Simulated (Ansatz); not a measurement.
C10H8 (`c1ccc2cccc-2cc1`), 18 atoms. The species carries charge 0 and has multiplicity 1. Hardware: A = 2 threads of an AMD EPYC 7R13 on a shared host and a share of an NVIDIA H100 80 GB; B = 2 threads of an AMD EPYC 7R13 on a shared host. Correlated methods freeze the cores.

Q: How many basis functions does each run have, and how long does it take in Ansatz? RKS ωB97M-V/def2-QZVPP energy [A]; RKS LC-ωPBE/def2-TZVPP energy [A]; RKS PBE-QIDH (frozen core)/def2-TZVPP energy [A]; RKS PBE0-D4/def2-QZVPP energy [A]; RKS PBE0-D4/def2-SVP energy [B]; RKS r2SCAN0-D4/def2-TZVPP energy [A]; RKS PBE0-D4/def2-TZVP relaxation (5 steps) [A]; direct RPA on PBE orbitals/def2-TZVPP energy [A]; RHF-MP2/def2-QZVPP energy [A]; RKS PBE0-D4/def2-TZVPP energy [A]; RKS ωB97M-V/def2-SVP energy [B]; RHF-CCSD(T)/def2-TZVPP energy [A]. (Best estimate.)

A: Ansatz gave: Other jobs shared the machine, so times are rough.

```csv
level,job,functions,wall time,peak host memory (GiB)
RKS PBE0-D4/def2-TZVPP,energy [A],422,2.7 s,0.95
RKS LC-ωPBE/def2-TZVPP,energy [A],422,3.5 s,0.97
RKS r2SCAN0-D4/def2-TZVPP,energy [A],422,3.6 s,0.98
RKS PBE-QIDH (frozen core)/def2-TZVPP,energy [A],422,3.7 s,2.1
RKS PBE0-D4/def2-QZVPP,energy [A],810,4.1 s,1.4
RKS PBE0-D4/def2-SVP,energy [B],180,4.6 s,0.66
direct RPA on PBE orbitals/def2-TZVPP,energy [A],422,4.8 s,2.2
RKS ωB97M-V/def2-QZVPP,energy [A],810,8.1 s,1.5
RHF-MP2/def2-QZVPP,energy [A],810,10 s,1.5
RKS ωB97M-V/def2-SVP,energy [B],180,15 s,0.84
RKS PBE0-D4/def2-TZVP,relaxation (5 steps) [A],358,16 s,1
RHF-CCSD(T)/def2-TZVPP,energy [A],422,31 s,3
```

LC-ωPBE has ω = 0.4 bohr⁻¹.
